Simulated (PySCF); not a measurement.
Compound: C3H4FN.
Z-matrix (Å and degrees, PBE0-D3(BJ)/def2-SVP geometry), rows numbered from 1:
```
F 
C   1  1.3754
C   2  1.5002  1  110.59
C   3  1.4475  2  121.70  1    79.56
N   4  1.2508  3   68.22  2   101.88
H   2  1.1034  1  109.01  3   120.47
H   2  1.1033  1  108.21  3  -121.58
H   3  1.0988  2  115.69  1   -78.82
H   4  1.0924  3  152.20  5   179.69
```

The closed-shell ground state was solved at several levels (PySCF, density fitting, gas phase, non-relativistic).

```
        level  basis functions  HOMO (eV)  LUMO (eV)  gap (eV)  dipole (D)
  B3LYP/pcJ-1              175      -7.92      -1.10      6.82        0.91
 B3LYP/6-31G*               78      -7.63      -0.70      6.93        0.95
PBE0/pcSseg-1              105      -8.19      -0.84      7.35        0.90
```

Problem. What might CAM-B3LYP/def2-SVPD (135 basis functions) give for the same quantities?

Solution. HOMO -9.70 eV, LUMO 0.19 eV, gap 9.89 eV, dipole 0.88 D.

Problem. Over all these levels, which gives the widest orbital gap and which the narrowest?

Solution. CAM-B3LYP/def2-SVPD (range-separated hybrid) has the widest, 9.89 eV, and B3LYP/pcJ-1 (global hybrid, 20 % exact exchange) the narrowest, 6.82 eV. Functional and basis both differ between the two, so the spread mixes both effects.

Problem. How far do the dipole and the HOMO energy spread over the levels?

Solution. The dipole runs from 0.88 to 0.95 D (mean 0.91 D) and the HOMO from -9.70 to -7.63 eV.

One conformer stands for the species.
